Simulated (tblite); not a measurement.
A geometry optimisation, step by step.

Species: CH2P2.
Atom-mapped SMILES: `[P:1]#[C:2][PH2:3]` (hydrogens: H4, H5 on P3)

Computed with GFN2-xTB (tblite), gas phase: L-BFGS steps from a force-field or distance-geometry start until the largest atomic force falls under 0.01 eV/Å. 14 of its 18 geometries are shown.

Step 0: E = -220.6577 eV, largest atomic force 1.422 eV/Å
```
atom  x, y, z in Å  |  force x, y, z in eV/Å
P1      2.394   -0.035   -0.102    0.424   0.000  -0.015
C2      0.872   -0.007    0.207   -1.334  -0.019   0.206
P3     -0.881    0.008    0.593    0.674   0.207  -1.235
H4     -1.174    1.084   -0.366    0.118  -0.789   0.611
H5     -1.203   -1.047   -0.350    0.119   0.601   0.434
```

Step 1: E = -220.7003 eV, largest atomic force 1.203 eV/Å
```
atom  x, y, z in Å  |  force x, y, z in eV/Å
P1      2.401   -0.035   -0.103   -1.159   0.026   0.323
C2      0.853   -0.008    0.210    0.824  -0.041  -0.297
P3     -0.872    0.011    0.576    0.190   0.139  -0.654
H4     -1.172    1.073   -0.357    0.072  -0.571   0.373
H5     -1.201   -1.038   -0.344    0.072   0.446   0.254
```

Step 3: E = -220.7359 eV, largest atomic force 0.197 eV/Å
```
atom  x, y, z in Å  |  force x, y, z in eV/Å
P1      2.384   -0.035   -0.096    0.061   0.001   0.087
C2      0.853   -0.009    0.204   -0.056  -0.004  -0.189
P3     -0.861    0.016    0.553    0.000  -0.014   0.188
H4     -1.169    1.051   -0.344   -0.008  -0.139  -0.050
H5     -1.198   -1.020   -0.335    0.003   0.157  -0.036
```

Step 4: E = -220.7399 eV, largest atomic force 0.277 eV/Å
```
atom  x, y, z in Å  |  force x, y, z in eV/Å
P1      2.383   -0.035   -0.091    0.275  -0.003   0.034
C2      0.852   -0.009    0.196   -0.250   0.001  -0.110
P3     -0.860    0.016    0.556    0.029  -0.022   0.198
H4     -1.169    1.042   -0.344   -0.031  -0.054  -0.071
H5     -1.198   -1.012   -0.334   -0.023   0.077  -0.051
```

Step 5: E = -220.7440 eV, largest atomic force 0.290 eV/Å
```
atom  x, y, z in Å  |  force x, y, z in eV/Å
P1      2.384   -0.035   -0.083    0.290  -0.004   0.011
C2      0.850   -0.010    0.182   -0.235   0.003  -0.034
P3     -0.858    0.016    0.565    0.057  -0.013   0.102
H4     -1.170    1.029   -0.345   -0.057   0.030  -0.046
H5     -1.197   -0.998   -0.335   -0.055  -0.016  -0.034
```

Step 7: E = -220.7457 eV, largest atomic force 0.066 eV/Å
```
atom  x, y, z in Å  |  force x, y, z in eV/Å
P1      2.388   -0.034   -0.078    0.030   0.000   0.041
C2      0.848   -0.010    0.172    0.046  -0.001  -0.033
P3     -0.856    0.016    0.571    0.036   0.002  -0.045
H4     -1.172    1.024   -0.346   -0.054   0.027   0.019
H5     -1.199   -0.993   -0.337   -0.057  -0.028   0.017
```

Step 8: E = -220.7463 eV, largest atomic force 0.162 eV/Å
```
atom  x, y, z in Å  |  force x, y, z in eV/Å
P1      2.391   -0.034   -0.075   -0.078   0.002   0.054
C2      0.848   -0.010    0.169    0.155  -0.003  -0.047
P3     -0.854    0.016    0.572    0.013   0.005  -0.082
H4     -1.175    1.025   -0.346   -0.043   0.010   0.040
H5     -1.202   -0.993   -0.336   -0.046  -0.013   0.035
```

Step 9: E = -220.7472 eV, largest atomic force 0.264 eV/Å
```
atom  x, y, z in Å  |  force x, y, z in eV/Å
P1      2.397   -0.034   -0.070   -0.190   0.004   0.063
C2      0.850   -0.010    0.162    0.256  -0.004  -0.063
P3     -0.849    0.015    0.571   -0.019   0.006  -0.111
H4     -1.181    1.026   -0.345   -0.022  -0.011   0.058
H5     -1.209   -0.994   -0.335   -0.026   0.005   0.052
```

Step 10: E = -220.7484 eV, largest atomic force 0.283 eV/Å
```
atom  x, y, z in Å  |  force x, y, z in eV/Å
P1      2.405   -0.034   -0.060   -0.239   0.004   0.057
C2      0.855   -0.011    0.152    0.275  -0.004  -0.067
P3     -0.843    0.015    0.568   -0.042   0.005  -0.108
H4     -1.190    1.026   -0.343    0.005  -0.022   0.061
H5     -1.218   -0.994   -0.333    0.002   0.017   0.057
```

Step 12: E = -220.7498 eV, largest atomic force 0.046 eV/Å
```
atom  x, y, z in Å  |  force x, y, z in eV/Å
P1      2.412   -0.034   -0.049   -0.043   0.001   0.016
C2      0.861   -0.011    0.138    0.018   0.001  -0.034
P3     -0.836    0.015    0.562   -0.013  -0.001  -0.010
H4     -1.200    1.026   -0.339    0.020   0.009   0.013
H5     -1.228   -0.993   -0.329    0.018  -0.009   0.014
```

Step 13: E = -220.7499 eV, largest atomic force 0.035 eV/Å
```
atom  x, y, z in Å  |  force x, y, z in eV/Å
P1      2.412   -0.034   -0.048   -0.001   0.000   0.009
C2      0.861   -0.011    0.136   -0.026   0.002  -0.024
P3     -0.836    0.015    0.561   -0.003  -0.001   0.004
H4     -1.200    1.025   -0.338    0.016   0.017   0.005
H5     -1.228   -0.993   -0.328    0.013  -0.017   0.006
```

Step 14: E = -220.7499 eV, largest atomic force 0.050 eV/Å
```
atom  x, y, z in Å  |  force x, y, z in eV/Å
P1      2.411   -0.034   -0.047    0.025   0.000   0.004
C2      0.861   -0.011    0.135   -0.048   0.002  -0.014
P3     -0.836    0.015    0.561    0.005  -0.001   0.010
H4     -1.200    1.025   -0.338    0.011   0.020   0.000
H5     -1.228   -0.993   -0.328    0.008  -0.021   0.000
```

Step 16: E = -220.7501 eV, largest atomic force 0.029 eV/Å
```
atom  x, y, z in Å  |  force x, y, z in eV/Å
P1      2.411   -0.034   -0.044    0.026   0.000  -0.003
C2      0.859   -0.011    0.130   -0.029   0.000   0.004
P3     -0.836    0.015    0.561    0.007   0.001   0.007
H4     -1.199    1.027   -0.337   -0.001   0.008  -0.004
H5     -1.227   -0.995   -0.326   -0.002  -0.009  -0.005
```

Step 17: E = -220.7501 eV, largest atomic force 0.007 eV/Å
```
atom  x, y, z in Å  |  force x, y, z in eV/Å
P1      2.411   -0.034   -0.044    0.007   0.000  -0.001
C2      0.859   -0.011    0.129   -0.007   0.000   0.002
P3     -0.836    0.015    0.561    0.002   0.001   0.002
H4     -1.199    1.028   -0.336   -0.001   0.001  -0.001
H5     -1.227   -0.996   -0.326   -0.001  -0.002  -0.001
```

Q: Summarise the path.

A: The energy falls by 8.91 kJ/mol from step 0 to step 17; nine tenths of that is first reached at step 5. It falls at every step. The largest force goes from 1.422 to 0.007 eV/Å. Among the bonds P3–H4 changes most, from 1.471 to 1.401 Å; the atoms move by 0.066 Å rms after alignment.

Q: Follow the three bonds and two angles with the largest change from start to end.

A: 
```tsv
step	E above end (kJ/mol)	largest force (eV/Å)	P3–H4 (Å)	P3–H5 (Å)	C2–P3 (Å)	P1–C2–P3 (°)	C2–P3–H4 (°)
0	8.91	1.422	1.471	1.451	1.796	179.0	93.5
1	4.81	1.203	1.445	1.433	1.763	179.4	94.4
2	1.66	0.342	1.409	1.409	1.749	179.8	95.6
3	1.37	0.197	1.404	1.405	1.749	179.6	95.6
4	0.98	0.277	1.399	1.401	1.750	178.7	95.4
5	0.58	0.290	1.397	1.398	1.750	177.2	94.9
6	0.46	0.136	1.399	1.399	1.750	176.3	94.7
7	0.42	0.066	1.400	1.400	1.749	176.0	94.7
8	0.37	0.162	1.402	1.401	1.749	175.7	94.8
9	0.27	0.264	1.404	1.403	1.748	175.0	95.0
10	0.16	0.283	1.405	1.404	1.748	174.0	95.5
11	0.06	0.171	1.403	1.403	1.749	173.2	96.0
12	0.03	0.046	1.401	1.401	1.749	172.8	96.2
13	0.02	0.035	1.401	1.401	1.750	172.7	96.1
14	0.01	0.050	1.400	1.400	1.750	172.6	96.1
15	0.01	0.054	1.400	1.400	1.749	172.3	96.0
16	0.00	0.029	1.400	1.400	1.749	172.1	96.0
17	0.00	0.007	1.401	1.401	1.749	172.1	96.0
```
